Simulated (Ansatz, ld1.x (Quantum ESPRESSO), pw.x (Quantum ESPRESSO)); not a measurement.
**phosphorus (P) (fcc): variants of one TM potential in the solid**

```json
{"Element": "phosphorus", "Generator": "ld1.x (Quantum ESPRESSO) 7.5", "Type": "norm-conserving Troullier–Martins (Kleinman–Bylander form)", "Functional": "PBEsol", "Relativity": "scalar-relativistic", "Frozen core": "[Ne]", "Valence charge": "5", "Reference configuration": "3s1 3p4", "Partial waves": "3s (bound): rc 1.40 bohr; 3p (bound): rc 1.30 bohr", "Local potential": "all-electron potential smoothed inside 1.15 bohr (lloc = -1)", "Core correction": "Bessel-smoothed model core inside 0.75 bohr"}
```

Crystal test: fcc P in pw.x 7.5, no spin, 15³ k-points, Fermi–Dirac smearing 0.01 Ry, cutoffs set for each file from its atomic test. The reference is all-electron LAPW (Ansatz 0.2.0) with the same functional, mesh and smearing; V0 and B0 come from Birch–Murnaghan fits to the pressures at five volumes. Errors are pseudo minus all-electron; Δ is the rms difference of the E(V) curves that follow from these fits, minima aligned, over ±6 % about the mean V0. Mesh and smearing are coarse, so the numbers serve the comparison and aren't converged zero-temperature values; the lattice is a test structure that the element need not adopt.

All-electron: a0 = 3.827 Å (V0 = 14.01 Å³/atom), B0 = 103.0 GPa.

Base: This is a poor potential for the solid.

2 further variants are left out: they gave no file fit for a test, a broken result, the same result as the base, or pressures whose basis-set error rivals the error shown.

A dash in a converged row means that the minimum lies outside the volumes sampled.

```csv
change,cutoffs (Ry),pw.x,a0 (Å),a0 error (%),B0 error (%),Δ (meV/atom),mean pressure error (GPa)
base,120/480,converged,3.858,+0.82,+0.5,7.9,+2.61
core correction Bessel-smoothed model core inside 0.78 bohr,120/480,converged,3.858,+0.82,+0.5,7.9,+2.61
local potential all-electron potential smoothed inside 1.02 bohr (lloc = -1),120/480,converged; bound ghost,3.810,-0.44,+3.7,4.2,-1.37
```

Give the row for: local potential the s channel.

pw.x: converged; mean pressure error (GPa): +14.31.
